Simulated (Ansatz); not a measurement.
Two shapes of singlet COS.

Shape 1:

```xyz
3

O     0.0000    0.0000   -1.5475
C     0.0000    0.0000   -0.4836
S     0.0000    0.0000    0.9551
```

Shape 2:

```xyz
3

O    -0.0090   -0.0043   -1.6821
C     0.0046    0.0070   -0.5311
S    -0.0059    0.0017    1.0303
```

Basis set: def2-TZVP (spherical functions). Left uncorrelated: 7 orbitals. Charge 0, multiplicity 1.

Computed with Ansatz (development build ahead of 0.2.0); each method stands on the lowest determinant of its kind that the runs found.

Question: Which shape is lower in energy, and by how much in each method?

Answer:

```csv
method,E(2) − E(1) (eV)
RHF,-0.768
RHF-MP2,-1.204
```

Shape 2 is lower. Caution: no unrestricted run beside it, a lower state can exist.
